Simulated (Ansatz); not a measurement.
Species: CH₃F, charge 1, doublet. CH3F+ (parent SMILES CF, doublet).
B3LYP-D3(BJ)/def2-TZVP minimum from Ansatz (an electronic-structure program):
```xyz
5

C     -0.5723     0.0075    -0.0008
F      0.7111    -0.0735    -0.0551
H     -0.9225     0.1766     1.1043
H     -0.9086     1.1296     0.0127
H     -1.1351    -0.6899    -0.6168
```
Charge +1, spin multiplicity 2.

Total energies in cc-pVTZ, 13 correlated electrons, 2 frozen orbitals. Radicals and triplets start from unrestricted determinants; spin-orbit coupling is neglected. Correlated methods leave the cores frozen. No relativity. The spin of CH3F+ (parent SMILES CF, doublet) was assumed, and the state is the lowest solution found for it.

```json
[
 {"method": "HF", "program": "Ansatz", "energy (Eh)": "-138.65615", "minus CCSDT(Q) (mEh)": "441.54"},
 {"method": "MP2", "program": "Ansatz", "energy (Eh)": "-139.06666", "minus CCSDT(Q) (mEh)": "31.03"},
 {"method": "CCSD", "program": "Ansatz", "energy (Eh)": "-139.08213", "minus CCSDT(Q) (mEh)": "15.56"},
 {"method": "CCSD(T)", "program": "Ansatz", "energy (Eh)": "-139.09658", "minus CCSDT(Q) (mEh)": "1.11"},
 {"method": "CCSDT(Q)", "program": "Ansatz", "energy (Eh)": "-139.09769", "minus CCSDT(Q) (mEh)": "0.00"}
]
```

Rough core times of Ansatz's runs on a shared machine: CCSD(T) 20 s, CCSDT(Q) 30 min.
